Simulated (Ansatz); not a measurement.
# BH₄O+: functionals against CCSD(T) at one geometry

The task here is to estimate one member of a computed series from the others.

Method: single points in def2-TZVPP; program: Ansatz 0.2.0, Gaussian basis.

Correlated methods freeze the cores.

### Starting geometry

6 atoms, charge 1, spin multiplicity 1.

Atoms are counted from 1 here; the program's logs count them from 0.

Bond lengths: B1–O2 1.320 Å, B1–H3 1.193 Å, B1–H4 1.208 Å, O2–H5 1.060 Å, O2–H6 0.989 Å. Angles: O2–B1–H3 122.5°, O2–B1–H4 116.8°, H3–B1–H4 120.7°, B1–O2–H5 126.9°, B1–O2–H6 120.2°, H5–O2–H6 111.4°.

Coordinates:

```xyz
6
charge 1, multiplicity 1
B    -0.0255   -0.6514   -0.1971
O     0.0341    0.6409    0.0636
H     0.9430   -1.2999   -0.4505
H    -1.1185   -1.1639   -0.1647
H    -0.7668    1.2668    0.3635
H     0.9086    1.0808    0.2043
```

The first run:

File run/in.yaml:

```yaml
crystal:
  periodic: [false, false, false]
  atoms:
    - {symbol: B, position_ang: [-0.025500, -0.651400, -0.197100]}
    - {symbol: O, position_ang: [0.034100, 0.640900, 0.063600]}
    - {symbol: H, position_ang: [0.943000, -1.299900, -0.450500]}
    - {symbol: H, position_ang: [-1.118500, -1.163900, -0.164700]}
    - {symbol: H, position_ang: [-0.766800, 1.266800, 0.363500]}
    - {symbol: H, position_ang: [0.908600, 1.080800, 0.204300]}
basis:
  gaussian: {orbitals: def2-TZVPP}
total_charge: 1
correlation: {method: ccsd_t}
output: {forces: true}
```

No record of the launch command was kept for these runs.

Steps of the session up to this table: CCSD(T)/def2-TZVPP; PBE0-D4/def2-TZVPP; wB97M-V/def2-TZVPP; r2SCAN-D4/def2-TZVPP; PBE-D4/def2-TZVPP; r2SCAN0-D4/def2-TZVPP; B97M-V/def2-TZVPP.

One of the session's tables, all rows but one given; the rest of the session is left out.

| method | RMS force component (eV/Å) | angle to CCSD(T) forces (°) |
| --- | --- | --- |
| CCSD(T) | 2.292 | reference |
| PBE0-D4 | 2.103 | 1.9 |
| wB97M-V | 2.202 | 1.3 |
| r2SCAN-D4 | 2.101 | 1.2 |
| PBE-D4 | 1.998 | 4.3 |
| r2SCAN0-D4 | ? | ? |
| B97M-V | 2.118 | 2.5 |

**Question.** Estimate the row for r2SCAN0-D4.

The run gave: RMS force component (eV/Å): 2.171; angle to CCSD(T) forces (°): 3.1. In the column «RMS force component (eV/Å)» it lies between B97M-V (2.118) and wB97M-V (2.202).
